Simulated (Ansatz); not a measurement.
Telling isomers of CH4AlO apart by their spectra

These gas-phase data were calculated for one isomer of CH4AlO at r2SCAN-D4/def2-SVP (harmonic, unscaled wavenumbers; equilibrium rotational constants with average atomic masses):

* rotational constants: 29.58, 5.793, 4.996 GHz
* all wavenumbers above 1500 cm⁻¹: 3923, 3137, 3131, 3021

Candidates:

(1) `C[O][AlH]`, a doublet
(2) `[CH2][AlH][OH]`, a doublet
(3) `[CH3][Al][OH]`, a doublet

Task: Assign the data to one candidate and say why.

Result: Candidate (3). The band at 3923 cm⁻¹ lies where the O–H stretch is expected; (1) has no mode between 3300 and 4000 cm⁻¹. No mode falls between 1700 and 2050 cm⁻¹, where the Al–H stretch of (2) would stand.

The same quantities for all candidates:

```
     rotational constants (GHz)  wavenumbers above 1500 cm⁻¹  E above the lowest, r2SCAN-D4/def2-SVP (kcal/mol)
(1)         70.91, 5.124, 4.928       3077, 3062, 2978, 1808                                               21.2
(2)          26.2, 6.216, 5.024       3941, 3204, 3109, 1934                                               16.7
(3)         29.58, 5.793, 4.996       3923, 3137, 3131, 3021                                                0.0
```

Harmonic stretches to hydrogen usually lie a few per cent above observed fundamentals. Each candidate is one conformer. Open shells are spin-unrestricted. Programs: Ansatz 0.2.0.
